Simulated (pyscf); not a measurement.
# Four-centre exchange: HO–B(Cl)–Cl + HF → HO–B(F)–Cl + HCl

Gas phase, singlet surface, charge 0. Bonds broken: B2–Cl3, F6–H7. Bonds formed: B2–F6, Cl3–H7. Optimised with ωB97X-D3(BJ)/def2-SVP in PySCF. Correlated levels are frozen-core, on RHF or UHF. ΔMP2 is the change of the MP2 total energy from the triple- to the quadruple-zeta basis.

Transition state (Å):

```xyz
7

O     -0.7915    -0.0577     1.1894
B     -1.0805     0.1775    -0.1063
Cl    -0.3244    -1.2992    -1.3829
Cl    -2.7134     0.6322    -0.5834
H      0.1138    -0.3345     1.3659
F     -0.0173     1.1155    -0.8224
H      0.2030     0.1795    -1.4308
```

One imaginary mode, 885i cm⁻¹; descent along it reached the two sides named.

```csv
bond,change,reactant side (Å),saddle,product side
B2–Cl3,breaks,1.789,2.093,3.2
F6–H7,breaks,0.928,1.138,2.304
B2–F6,forms,2.8,1.588,1.341
Cl3–H7,forms,2.397,1.571,1.285
```

Electronic energies relative to the separated reactants (eV):

```json
[
 {"level": "ωB97X-D3(BJ)/def2-TZVP", "barrier": "0.83", "reaction energy": "-0.58", "reverse barrier": "1.41"},
 {"level": "PBE/def2-TZVP", "barrier": "0.61", "reaction energy": "-0.58", "reverse barrier": "1.19"},
 {"level": "r²SCAN/def2-TZVP", "barrier": "0.62", "reaction energy": "-0.64", "reverse barrier": "1.26"},
 {"level": "B3LYP-D3(BJ)/def2-TZVP", "barrier": "0.81", "reaction energy": "-0.64", "reverse barrier": "1.45"},
 {"level": "PBE0-D3(BJ)/def2-TZVP", "barrier": "0.72", "reaction energy": "-0.57", "reverse barrier": "1.29"},
 {"level": "M06-2X/def2-TZVP", "barrier": "0.76", "reaction energy": "-0.65", "reverse barrier": "1.42"},
 {"level": "ωB97M-D3(BJ)/def2-TZVP", "barrier": "0.78", "reaction energy": "-0.64", "reverse barrier": "1.42"},
 {"level": "HF/def2-TZVP", "barrier": "1.51", "reaction energy": "-0.82", "reverse barrier": "2.33"},
 {"level": "MP2/def2-QZVPP", "barrier": "0.90", "reaction energy": "-0.49", "reverse barrier": "1.39"},
 {"level": "CCSD/def2-TZVPP", "barrier": "1.04", "reaction energy": "-0.64", "reverse barrier": "1.68"},
 {"level": "CCSD(T)/def2-TZVPP", "barrier": "0.93", "reaction energy": "-0.60", "reverse barrier": "1.53"},
 {"level": "CCSD(T)/def2-TZVPP + ΔMP2(QZVPP)", "barrier": "0.95", "reaction energy": "-0.57", "reverse barrier": "1.52"}
]
```

With CCSD(T)/def2-TZVPP + ΔMP2(QZVPP) energies and thermal terms (ideal gas, 1 atm, RRHO with modes under 100 cm⁻¹ raised to 100, one conformer, R ln 2 for rigid chiral ones), in eV:

```json
[
 {"T (K)": "298", "ΔH‡": "0.86", "ΔG‡": "1.29", "ΔH": "-0.61", "ΔG": "-0.61"},
 {"T (K)": "600", "ΔH‡": "0.85", "ΔG‡": "1.73", "ΔH": "-0.62", "ΔG": "-0.61"},
 {"T (K)": "900", "ΔH‡": "0.87", "ΔG‡": "2.17", "ΔH": "-0.62", "ΔG": "-0.61"},
 {"T (K)": "1200", "ΔH‡": "0.89", "ΔG‡": "2.60", "ΔH": "-0.62", "ΔG": "-0.61"}
]
```

This is the saddle that the search found; another between the same sides may lie lower. The CCSD(T) − MP2 part came from Ansatz, without density fitting, on the same reference.
